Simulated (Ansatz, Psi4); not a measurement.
## Predicting a hybrid from its neighbours: C2H7P (dimethylphosphine)

The species is C2H7P (10 atoms), meant as a singlet with charge 0. As SMILES, `CPC`. The coordinates come from a PBE0-D4/def2-TZVP relaxation.

The electronic atomisation energy y, in eV, basis 6-311+G(d,p); a is the functional's share of exact exchange. Programs: Ansatz 0.2.0, Psi4 1.11.

```
functional  program     a  y (eV)
       PBE   Ansatz     0   36.30
      TPSS     Psi4     0   36.39
     B3LYP   Ansatz   0.2       ?
      PBE0     Psi4  0.25   35.99
     BHLYP   Ansatz   0.5   35.29
```

Fit y = c + s·a to the known rows and predict B3LYP.


1. Means of the 4 rows: a = 0.1875, y = 35.992.
2. Σ(Δa)² = 0.17188, Σ(Δa·Δy) = -0.35187, so the slope is -0.35187/0.17188 = -2.0472.
3. Intercept: 35.992 − (-2.0472) × 0.1875 = 36.376. The largest residual of the fit is 0.13.
4. B3LYP: 36.376 + (-2.0472) × 0.2 = 35.97 eV.

The run gave 35.93 eV, so the prediction is off by +0.04 eV, within the largest residual.
